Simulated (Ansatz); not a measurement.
hcp Hf was calculated with PBEsol in Ansatz (plane waves, PAW).

Run with plane-wave cutoff 500 eV, 18×12×1 k mesh (along the axes of the cell as run), Fermi–Dirac smearing 0.1 eV, scalar-relativistic PAW data made under PBE.

Question: Give the computed surface energy of the (10-10) face and work function of the (10-10) face.

Answer: 
surface energy of the (10-10) face: 2.37 J/m²
work function of the (10-10) face: 3.48 eV

The slab of 10 atoms is relaxed and unreconstructed.

Spin–orbit coupling is not included.

The computed numbers hold no vibrational or temperature effects.

The result took very roughly 50 core-minutes.

Ansatz is a quantum-chemistry and plane-wave program.
